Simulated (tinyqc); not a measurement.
Inside a calculation. Method: RHF in the sto-3g basis, for CH3-, spin multiplicity 1. The basis has no diffuse functions, so it cannot describe the extra electron: this is an exercise in the method, not the real anion. One step of it, computed by the program tinyqc.

Task: Iteration 15 (converged): orbitals. Diagonalise F' = X^T F X, C = X C', fill 5 alpha and 5 beta electrons from the bottom; D = 2 C_occ C_occ^T. Each column has its largest component positive (the first on a tie).

converged F (hartree):
```
             1C 1s      1C 2s     1C 2px     1C 2py    1C 2pz      2H 1s      3H 1s      4H 1s
1C 1s   -10.433398  -2.830988   0.000001   0.000000  0.001380  -0.410781  -0.410911  -0.410911
1C 2s    -2.830988  -0.924487   0.000018   0.000000  0.000459  -0.365036  -0.365129  -0.365129
1C 2px    0.000001   0.000018   0.384200   0.000000  0.000001  -0.217638   0.108789   0.108789
1C 2py    0.000000   0.000000   0.000000   0.384045  0.000000   0.000000  -0.188530   0.188530
1C 2pz    0.001380   0.000459   0.000001   0.000000  0.206049   0.004021   0.004023   0.004023
2H 1s    -0.410781  -0.365036  -0.217638   0.000000  0.004021   0.016452  -0.066493  -0.066493
3H 1s    -0.410911  -0.365129   0.108789  -0.188530  0.004023  -0.066493   0.016347  -0.066452
4H 1s    -0.410911  -0.365129   0.108789   0.188530  0.004023  -0.066493  -0.066452   0.016347
```

X:
```
            1C 1s      1C 2s     1C 2px     1C 2py     1C 2pz      2H 1s      3H 1s      4H 1s
1C 1s    1.027128  -0.150951  -0.000003   0.000000   0.000246   0.021080   0.021083   0.021083
1C 2s   -0.150951   1.210771   0.000015   0.000000  -0.002124  -0.216516  -0.216570  -0.216570
1C 2px  -0.000003   0.000015   1.100679   0.000000   0.000000  -0.231666   0.115784   0.115784
1C 2py   0.000000   0.000000   0.000000   1.100795   0.000000   0.000000  -0.200724   0.200724
1C 2pz   0.000246  -0.002124   0.000000   0.000000   1.000024   0.002476   0.002477   0.002477
2H 1s    0.021080  -0.216516  -0.231666   0.000000   0.002476   1.128323  -0.015319  -0.015319
3H 1s    0.021083  -0.216570   0.115784  -0.200724   0.002477  -0.015319   1.128378  -0.015334
4H 1s    0.021083  -0.216570   0.115784   0.200724   0.002477  -0.015319  -0.015334   1.128378
```

Give: F' = X^T F X; orbital energies; coefficients C; D after iteration 15.

Result:

F' = X^T F X (hartree):
```
         1       2       3       4       5       6       7       8
1  -10.197  -1.583   0.000   0.000   0.002  -0.018  -0.018  -0.018
2   -1.583  -0.081   0.000   0.000  -0.005  -0.324  -0.324  -0.324
3    0.000   0.000   0.639   0.000   0.000  -0.411   0.206   0.206
4    0.000   0.000   0.000   0.639   0.000   0.000  -0.356   0.356
5    0.002  -0.005   0.000   0.000   0.206   0.006   0.006   0.006
6   -0.018  -0.324  -0.411   0.000   0.006   0.294  -0.018  -0.018
7   -0.018  -0.324   0.206  -0.356   0.006  -0.018   0.294  -0.019
8   -0.018  -0.324   0.206   0.356   0.006  -0.018  -0.019   0.294
```

orbital energies (hartree): MO1 -10.440, MO2 -0.343, MO3 -0.054, MO4 -0.054, MO5 0.206, MO6 0.762, MO7 1.005, MO8 1.005

coefficients C:
```
           MO1     MO2     MO3     MO4     MO5     MO6     MO7     MO8
1C 1s    0.993  -0.208   0.000   0.000  -0.005  -0.225   0.000   0.000
1C 2s    0.030   0.646   0.000   0.000   0.022   1.100   0.000   0.000
1C 2px   0.000   0.000   0.000   0.418   0.000   0.000   1.057   0.000
1C 2py   0.000   0.000   0.418   0.000   0.000   0.000   0.000   1.057
1C 2pz   0.000  -0.004   0.000   0.000   1.000  -0.024   0.000   0.000
2H 1s   -0.005   0.268   0.000   0.619  -0.008  -0.614  -0.737   0.000
3H 1s   -0.005   0.268   0.536  -0.309  -0.008  -0.614   0.368  -0.638
4H 1s   -0.005   0.268  -0.536  -0.309  -0.008  -0.614   0.368   0.638
```

D after iteration 15:
```
         1C 1s   1C 2s  1C 2px  1C 2py  1C 2pz   2H 1s   3H 1s   4H 1s
1C 1s    2.057  -0.208   0.000   0.000  -0.009  -0.121  -0.121  -0.121
1C 2s   -0.208   0.837   0.000   0.000   0.039   0.345   0.345   0.345
1C 2px   0.000   0.000   0.349   0.000   0.000   0.517  -0.259  -0.259
1C 2py   0.000   0.000   0.000   0.349   0.000   0.000   0.448  -0.448
1C 2pz  -0.009   0.039   0.000   0.000   1.999  -0.018  -0.018  -0.018
2H 1s   -0.121   0.345   0.517   0.000  -0.018   0.910  -0.239  -0.239
3H 1s   -0.121   0.345  -0.259   0.448  -0.018  -0.239   0.910  -0.239
4H 1s   -0.121   0.345  -0.259  -0.448  -0.018  -0.239  -0.239   0.910
```
